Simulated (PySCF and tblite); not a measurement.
Values are calculated unless marked as measured or tabulated.
C₄H₈O₂, numbered as in [CH2:1]1[CH2:2][O:3][CH2:4][CH2:5][O:6]1.

Level: TPSS-D3(BJ)/def2-TZVP (IEF-PCM, chloroform)//GFN2-xTB, thermal terms from GFN2-xTB, symmetry numbers and mirror pairs counted. Conformers within 2.5 kcal/mol (GFN2-xTB free energy) were kept, 5 at most. GIAO shieldings: WP04/pcSseg-1 (IEF-PCM, chloroform). Shifts are against TMS (¹H), TMS (¹³C) at the same level. Run with PySCF (density fitting) and tblite.

(1) What shifts does this protocol give at 298.15 K under fast conformational exchange?

Shifts are unscaled: against experiment ¹³C can be off by 15 ppm or more and ¹H by 0.8 ppm.

Answers

(1) ¹H: 3.69 (H1/H2/H4/H5, 8H) ppm. ¹³C: 72.7 (C1/C2/C4/C5) ppm.
